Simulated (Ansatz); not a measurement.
Basis-set extrapolation for C$_{3}$H$_{8}$O$_{2}$ (`CCC(O)O`) (PBE0-D4/def2-TZVP geometry, frozen core, Ansatz). Multiplicity 1, RHF reference.

|  | def2-TZVPP | def2-QZVPP |
| --- | --- | --- |
| HF | -268.103163 | -268.115789 |
| MP2 correlation | -1.007008 | -1.079636 |
| CCSD(T) correlation | -1.082293 | not run |

Energies in hartree. Use E(X) = E(∞) + A·exp(−7.88·√X) for Hartree–Fock and E(X) = E(∞) + B·X^(−2.97) for correlation, with X = 3 and 4, and add CCSD(T) minus MP2 of the smaller set to the MP2 limit.

**Question.** What is the CCSD(T) energy at the basis-set limit?

**Answer.** HF limit: -268.115789 + (-0.012626) × 0.13774 = -268.11753. MP2 limit: -1.079636 + (-0.072628) × 0.74074 = -1.13343. Higher-order term: -1.082293 − (-1.007008) = -0.07529. Total: -269.32625 hartree, 88.3 kcal/mol below CCSD(T)/def2-TZVPP.
